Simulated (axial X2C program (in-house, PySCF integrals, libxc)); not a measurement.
Correcting the dissociation energy of O₂ for spin–orbit coupling

A spin-free CCSD(T) curve (one-electron X2C) was computed with an in-house all-electron X2C program for linear molecules (integrals from PySCF), basis O dyall-av3z [7s6p3d2f] (cores contracted in-house), for the state M_S = 1, Λ = 0 (beyond evenly filled blocks: π+α, π-α). It gives D0 = 4.868 eV to O + O, which in a spin-free picture are the weighted means of the ground terms.

Correlated methods: 12 electrons correlated (number of frozen shells: O 1 s), 196 virtual spin orbitals or spinors in MP2, 90 natural virtuals in coupled cluster.

Measured levels of the ground terms (NIST Handbook of Basic Atomic Spectroscopic Data), in cm⁻¹: O 3P: J = 2 at 0, J = 1 at 158.3, J = 0 at 227.

The molecular state has Λ = 0, so it has no first-order lowering.

(1) How far does each ground level lie under the (2J+1)-weighted mean of its term?

(2) Correct D0.

Second-order spin–orbit effects in the molecule, which grow quickly with Z, are left out. Occupations by symmetry block were frozen at the best pattern of an incomplete PBE0 search. De is counted from the lowest determinant-based energies of the atoms at the same level, without counterpoise correction. CCSD and (T) use frozen natural virtuals with an MP2 correction for the truncation; (T) itself is uncorrected, so its De runs slightly low.

## Answers

(1) O: (5 × 0 + 3 × 158.3 + 1 × 227)/9 = 78 cm⁻¹, counted twice.

(2) D0 = 4.868 + (0 − 156)/8065.5 = 4.849 eV at CCSD(T) with these spin–orbit terms. The direct two-component run, taken to the lowest atomic determinants of a wider search where it found them, gives 4.856 eV; the difference holds second-order terms in the molecule, scalar two-electron terms, the gap between measured and computed atomic splittings (a 2c atom can miss part of its lowering) and, in coupled cluster, the truncation of each run.
